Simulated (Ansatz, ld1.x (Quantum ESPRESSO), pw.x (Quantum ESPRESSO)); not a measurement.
rubidium: one change to the TM potential, in the atom and in the fcc crystal

rubidium (Rb), norm-conserving Troullier–Martins (Kleinman–Bylander form), made with ld1.x (Quantum ESPRESSO) 7.5 (PBEsol, scalar-relativistic). Core [Kr], reference 5s1 5p0. Waves: 5s (bound): rc 4.20 bohr; 5p (bound, empty): rc 3.50 bohr; 4d channel at -0.15 Ry: rc 3.60 bohr. Local part: all-electron potential smoothed inside 3.60 bohr (lloc = -1). Core correction: a·sin(br)/r model core inside 2.00 bohr.

Change: wave 4d channel at -0.15 Ry: rc 3.60 bohr becomes 4d channel at 0.46 Ry: rc 3.60 bohr.

Cutoffs, loose and tight: the cutoffs (Ry, on a coarse ladder) from which the occupation-weighted sum of valence levels, in a spherical-Bessel basis at the reference potential, stays within 10 and 1 mRy of its value at 400 Ry. They do not see the model core or the augmentation charge, which bear on the density cutoff. Test errors are all-electron minus pseudo excitation energies from the reference, over the configurations 5s0.5 5p0; 5s0 5p1; variants that change the core or the reference have their own tests.

Crystal test: fcc Rb in pw.x 7.5, no spin, 8³ k-points, Fermi–Dirac smearing 0.01 Ry, cutoffs set for each file from its atomic test. The reference is all-electron LAPW (Ansatz 0.2.0) with the same functional, mesh and smearing; V0 and B0 come from Birch–Murnaghan fits to the pressures at five volumes. Errors are pseudo minus all-electron; Δ is the rms difference of the E(V) curves that follow from these fits, minima aligned, over ±6 % about the mean V0. Mesh and smearing are coarse, so the numbers serve the comparison and aren't converged zero-temperature values; the lattice is a test structure that the element need not adopt.

All-electron: a0 = 7.037 Å (V0 = 87.11 Å³/atom), B0 = 2.8 GPa.

Question: Does the change bring the crystal closer to the all-electron result?

Answer: The mean pressure error goes from -0.06 to -0.15 GPa, so the change moves the solid further from the all-electron pressures.

```csv
quantity,base,changed
outcome (atom),generated,generated
"cutoff, loose (atom)",6 Ry,6 Ry
"cutoff, tight (atom)",6 Ry,6 Ry
bound ghosts (atom),none,none
largest test error (meV) (atom),-6.6,-6.6
cutoffs in pw.x (Ry),50/200,50/200
a0 (Å),6.987,–
a0 error (%),-0.70,–
B0 error (%),+6.1,–
Δ (meV/atom),1.2,–
mean pressure error (GPa),-0.06,-0.15
```

A dash: not determined, or the minimum lies outside the volumes sampled.

Base: This is a poor potential for the solid. The logarithmic derivative shows an extra or strongly shifted pseudo pole above the reference energy (s near 0.16 Ry, p near 1.86 Ry). Changed file: This is a poor potential for the solid. The logarithmic derivative shows an extra or strongly shifted pseudo pole above the reference energy (s near 0.16 Ry, p near 1.86 Ry). The atomic cutoffs weigh occupied waves only.
